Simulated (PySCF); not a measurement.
## Gas-phase XPS of isocyanogen, computed

Species: isocyanogen, C₂N₂.
Cartesian coordinates in Å at the PBE0-D3(BJ)/def2-SVP level; atoms count from 1:
```
atom  x, y, z in Å
C1    -1.7874    0.0203   -0.5156
N2    -0.6176   -0.0081   -0.3278
C3     0.6715   -0.0379   -0.1211
N4     1.8167   -0.0647    0.0624
```

Level of theory: delta-SCF UKS SCAN, pcX-2 on the ionised atom, pcseg-1 elsewhere, spin-free X2C in PySCF 2.14.0. Binding energies are ΔSCF values: E(core-ionised, relaxed orbitals) − E(ground state) at a fixed geometry, referred to the vacuum level.

Question: List the computed XPS lines with their assignment.

Answer: 
```tsv
atom(s)	environment	level	binding energy (eV)	above the level's lowest (eV)	count
N2	isocyanide nitrogen	N 1s	409.00	+2.38	1
N4	cyano nitrogen	N 1s	406.62	0.00	1
C3	cyano carbon	C 1s	295.07	0.00	1
```

Lowest listed N 1s: N4, bonded to C (triple bond). Highest, 2.38 eV above it: N2, bonded to C (triple bond) and C. Summing the Pauling electronegativity differences to the bonded atoms, each weighted by its formal bond order, gives -1.47 for the lowest site and -1.96 for the highest; the largest sum, -1.47, belongs to N4, 2.38 eV below the top. The smallest sum, -1.96, belongs to N2, 2.38 eV above the lowest.

Question: Give the binding energy of C 1s of C3 in hartree and in kJ/mol.

Answer: 295.07 eV = 10.8436 Eh = 28470 kJ/mol.

Question: Which effective nuclear charge Zeff reproduces each element's mean 1s value in the hydrogen-like formula E = 13.606 eV × Zeff²?

Answer: C (Z = 6): mean 295.1 eV, Zeff = 4.66, Z − Zeff = 1.34; N (Z = 7): mean 407.8 eV, Zeff = 5.47, Z − Zeff = 1.53. Means run over the listed sites, weighted by atom count.

The list is incomplete; no value stands for C 1s of C1 (hole states with ⟨S²⟩ of 1 or more are left out). Geometry: PBE0-D3(BJ)/def2-SVP; no solvent, vibrations or thermal averaging.

Hardware: one thread, Intel Xeon Platinum 8259CL at 2.50 GHz (x86_64), shared host. Cost: 7.5 s of wall time, 0.30 GiB resident at most.
